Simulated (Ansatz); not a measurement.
Basis-set series for `ClBCl`. Total charge 0; spin multiplicity 1. All single points use the PBE0-D4/def2-TZVP geometry.

```json
{"functional": "PBE0-D4", "basis": "def2-SVP", "functions": "55", "energy (Eh)": "-945.28033", "HOMO (eV)": "-9.12", "LUMO (eV)": "-1.49"}
{"functional": "PBE0-D4", "basis": "def2-QZVPP", "functions": "227", "energy (Eh)": "-945.65022", "HOMO (eV)": "-9.28", "LUMO (eV)": "-1.79"}
{"functional": "ωB97M-V", "basis": "def2-SVP", "functions": "55", "energy (Eh)": "-945.56139", "HOMO (eV)": "-11.33", "LUMO (eV)": "0.69"}
{"functional": "ωB97M-V", "basis": "def2-QZVPP", "functions": "227", "energy (Eh)": "-945.92760", "HOMO (eV)": "-11.55", "LUMO (eV)": "0.27"}
```

Task: Give the rows for def2-TZVPP. (Best estimate.)

Result: Ansatz gave: 
```csv
functional,basis,functions,energy (Eh),HOMO (eV),LUMO (eV)
PBE0-D4,def2-TZVPP,129,-945.62183,-9.25,-1.73
ωB97M-V,def2-TZVPP,129,-945.90068,-11.51,0.37
```

Positive LUMOs are unbound and depend on the basis.
